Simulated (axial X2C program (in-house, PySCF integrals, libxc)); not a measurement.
Spin–orbit effects down a group: molecules with B (ions), CCSD

Computed with an axial X2C code built on PySCF integrals, spin-free (one-electron X2C) or two-component (2c: spin–orbit coupling with atomic mean-field Coulomb and Gaunt terms, which also bring small scalar terms), in Dyall basis sets with cores contracted in-house; open shells are unrestricted.

Basis sets: B dyall-v3z, H dyall-v3z, Li dyall-cv3z, Na dyall-cv3z. Frozen shells (counts by l): BH⁺ B 1s, H none, 3 electrons correlated; LiB⁺ B 1s, Li 1s, 3 electrons correlated; NaB⁺ Na 1s, B 1s, 11 electrons correlated. Coupled cluster in natural virtuals with an MP2 remainder. Where the outer core of a metal is frozen, bonds come out longer and ionisation energies lower. Frozen cores can differ along the series, which adds to the trend.

| molecule | spin-free state | Re (Å) | ωe (cm⁻¹) | De (eV) | 2c state | Re 2c (Å) | ωe 2c (cm⁻¹) | De 2c (eV) |
| --- | --- | --- | --- | --- | --- | --- | --- | --- |
| BH⁺ | M_S = 1/2, Λ = 0 | 1.206 | 2519.3 | 2.09 | Ω = 1/2 | 1.206 | 2519.1 | 2.09 |
| LiB⁺ | M_S = 1/2, Λ = 0 | 2.493 | 327.7 | 0.79 | Ω = 1/2 | 2.494 | 327.8 | 0.79 |
| NaB⁺ | M_S = 1/2, Λ = 0 | 2.857 | 208.0 | 0.55 | Ω = 1/2 | 2.857 | 208.0 | 0.55 |

**Question.** Work out the shifts from the spin-free to the two-component result.

**Answer.** 

| molecule | 2c state | ΔRe (Å) | Δωe (cm⁻¹) | ΔDe (eV) |
| --- | --- | --- | --- | --- |
| BH⁺ | Ω = 1/2 | 0.000 | -0.2 | 0.00 |
| LiB⁺ | Ω = 1/2 | 0.001 | 0.1 | 0.00 |
| NaB⁺ | Ω = 1/2 | 0.000 | 0.0 | 0.00 |

Shifts of one unit in the last digit are rounding.

Fragments in 2c: B+ + H, B + Li+, Na+ + B. Each entry is the lowest single determinant of a limited PBE0 search at one distance. De goes to single-determinant-based atoms at the same level (for ions the charge split of lowest energy) and is withheld (n/a) where an atom does not fit its ground term or J level. Main or longest-lived isotopes. Some light 2c atoms are not at their ground J level, so De misses part of their lowering (0.04 eV or less).
